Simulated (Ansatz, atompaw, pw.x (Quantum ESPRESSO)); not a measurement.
**What a changed setting does to a pw.x run (bcc Pt)**

Potential: PAW, atompaw 4.2.0.5, LDA (PW92); core [Kr] 4d10, reference 4f13 5s2 5p6 5d10 6s1 6p0; waves: 5s (bound); 6s (bound); 5p (bound); 6p (bound, empty); 5d (bound); 5d channel at 0.95 Ry; 4f (bound); 4f channel at -2.3 Ry; local part: troulliermartins scheme with l = 4 at 0 Ry, radius 1.70 bohr; core correction: smooth core density matched at 2.10 bohr; augmentation: besselshape compensation charge, radius 2.15 bohr; PAW radius 2.20 bohr; waves and projectors: bloechl.

The reference run (k-mesh 15³, cutoffs 135/900 Ry, Fermi–Dirac 0.01 Ry, mixing_beta 0.4, conv_thr 1e-9, no spin) gives -1.47 GPa at 15.016 Å³/atom, where all-electron LAPW gives -1.65 GPa. This run, with its own iteration cap, changes smearing to gauss.

```
&control
  calculation='scf', prefix='x', pseudo_dir='./', outdir='./tmp', tstress=.true., disk_io='none'
/
&system
  ibrav=0, nat=1, ntyp=1, ecutwfc=135, ecutrho=900, nbnd=26,
  occupations='smearing', smearing='gauss', degauss=0.01
/
&electrons
  conv_thr=1e-09, mixing_beta=0.4, electron_maxstep=50
/
ATOMIC_SPECIES
Pt 1.0 Pt.UPF
CELL_PARAMETERS angstrom
  -1.55416845 1.55416845 1.55416845
  1.55416845 -1.55416845 1.55416845
  1.55416845 1.55416845 -1.55416845
ATOMIC_POSITIONS crystal
Pt 0.0000 0.0000 0.0000
K_POINTS automatic
15 15 15 0 0 0
```

```bash
pw.x < Pt.scf.in > Pt.scf.out
```

How does the run end?

It converges in 17 iterations; the free energy moves by +19.7 meV/atom and the pressure by -0.51 GPa. Gaussian smearing of the same width is narrower in effect than Fermi–Dirac, so its quadratic term in F is smaller.

```
Message from routine setup:
     using ibrav=0 with symmetry is DISCOURAGED, use correct ibrav instead
     lattice parameter (alat)  =       5.0870  a.u.
     unit-cell volume          =     101.3330 (a.u.)^3
     number of electrons       =        32.00
     number of Kohn-Sham states=           26
     kinetic-energy cutoff     =     135.0000  Ry
     charge density cutoff     =     900.0000  Ry
     scf convergence threshold =      1.0E-09
     Exchange-correlation= SLA PW NOGX NOGC
     number of k points=   120  Gaussian smearing, width (Ry)=  0.0100
     iteration #  1     ecut=   135.00 Ry     beta= 0.40
     total energy              =   -1653.04153485 Ry
     estimated scf accuracy    <       0.05435798 Ry
     iteration #  2     ecut=   135.00 Ry     beta= 0.40
     total energy              =   -1653.05152690 Ry
     estimated scf accuracy    <       0.05862919 Ry
     iteration #  3     ecut=   135.00 Ry     beta= 0.40
     total energy              =   -1652.98449388 Ry
     estimated scf accuracy    <       0.03904789 Ry
     iteration #  4     ecut=   135.00 Ry     beta= 0.40
     total energy              =   -1652.97980903 Ry
     estimated scf accuracy    <       0.00306592 Ry
     iteration #  5     ecut=   135.00 Ry     beta= 0.40
     c_bands:  1 eigenvalues not converged
     c_bands:  1 eigenvalues not converged
     c_bands:  1 eigenvalues not converged
     c_bands:  1 eigenvalues not converged
     total energy              =   -1652.98128698 Ry
     estimated scf accuracy    <       0.00068732 Ry
     iteration #  6     ecut=   135.00 Ry     beta= 0.40
     c_bands:  1 eigenvalues not converged
     c_bands:  1 eigenvalues not converged
     [... 1 repeated lines left out ...]
     total energy              =   -1652.98093354 Ry
     estimated scf accuracy    <       0.00061277 Ry
     [... 5 iterations left out ...]
     iteration # 12     ecut=   135.00 Ry     beta= 0.40
     total energy              =   -1652.98111162 Ry
     estimated scf accuracy    <       0.00000034 Ry
     iteration # 13     ecut=   135.00 Ry     beta= 0.40
     total energy              =   -1652.98111166 Ry
     estimated scf accuracy    <       0.00000003 Ry
     iteration # 14     ecut=   135.00 Ry     beta= 0.40
     total energy              =   -1652.98111160 Ry
     estimated scf accuracy    <       0.00000016 Ry
     iteration # 15     ecut=   135.00 Ry     beta= 0.40
     total energy              =   -1652.98111166 Ry
     estimated scf accuracy    <       0.00000008 Ry
     iteration # 16     ecut=   135.00 Ry     beta= 0.40
     total energy              =   -1652.98111166 Ry
     estimated scf accuracy    <       0.00000001 Ry
     iteration # 17     ecut=   135.00 Ry     beta= 0.40
     the Fermi energy is    28.5906 ev
!    total energy              =   -1652.98111166 Ry
     estimated scf accuracy    <          8.3E-10 Ry
     smearing contrib. (-TS)   =      -0.00039347 Ry
     The total energy is F=E-TS. E is the sum of the following terms:
     one-electron contribution =    -748.39227931 Ry
     hartree contribution      =     270.69936160 Ry
     xc contribution           =     -61.22281248 Ry
     ewald contribution        =    -634.42884598 Ry
     one-center paw contrib.   =    -479.63614202 Ry
     convergence has been achieved in  17 iterations
          total   stress  (Ry/bohr**3)                   (kbar)     P=      -19.79
     Message from routine punch:
     Nothing written, as per user request (disk_io='none')
```

The run took about 1.9 min on one core of a shared host (AMD EPYC 9R45 96-Core Processor, 96 threads, 376 GiB, load 26).
